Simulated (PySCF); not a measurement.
Structure problem from calculated spectra and properties.

Elements present: C, F and H. Monoisotopic mass: 102.0093 u.

| Item | Value |
| --- | --- |
| UV, strongest line | among the 8 lowest singlet transitions: S5 at 10.95 eV (113 nm, f = 0.035) [TDDFT B3LYP/def2-SVPD] |
| Triplet | lowest triplet excitation (Tamm–Dancoff): 9.06 eV [TDA B3LYP/def2-SVPD] |
| Rotational structure | rotational constants A, B, C: 5.388, 2.762, 2.723 GHz [GFN2-xTB] |
| Dipole | 2.07 D [B3LYP/def2-SVPD] |
| XPS | C1s 294.6, C1s 298.9, F1s 693.7, F1s 694.4 (×3) eV [ΔSCF SCAN, pcX-2 on the ionised atom, pcseg-1 elsewhere, spin-free X2C] |
| UV, first state | lowest singlet excitation: 9.49 eV (131 nm, f = 0.013) [TDDFT B3LYP/def2-SVPD] |
| Polarisability | 30.4 au [B3LYP/def2-SVPD] |

The electronic properties come from PySCF, for the isolated species, density fitting. Levels stand in brackets. Geometry: GFN2-xTB; no solvent, vibrations or thermal averaging.

Question: Which formula fits the mass and the elements?

Answer: C2H2F4 (calculated 102.0093). No other formula that holds each of these elements comes within 0.0003 u with a fitting electron parity and a possible valence count.

Question: Give a SMILES that accounts for the data.

Answer: Numbering: `[F:1][CH2:2][C:3]([F:4])([F:5])[F:6]`. Its formula, C2H2F4, gives 0 degrees of unsaturation, so no ring and no π bond. The core levels belong to: C1s 294.6 eV, sp3 C–F carbon [C2]; C1s 298.9 eV, CF3 carbon [C3]; F1s 693.7 eV, alkyl fluorine [F1]; F1s 694.4 eV, fluorine of a CF3 group [F4/F5/F6]. One atom of each topological class was ionised and stands for its class. The optimised geometry has point group Cs and is an asymmetric top. Structure: 1,1,1,2-tetrafluoroethane (`C(F)(CF)(F)F`). Computed isomers that give other values at the same levels: `FC(F)C(F)F` (smallest rotational constant: 2.044 GHz; this holds for the one conformer computed). The assignments are read from this structure; whether some other isomer fits the data as well wasn't checked.

The values belong to the conformer `[F:1][CH2:2][C:3]([F:4])([F:5])[F:6]`: F1–C2–C3–F4 61°.
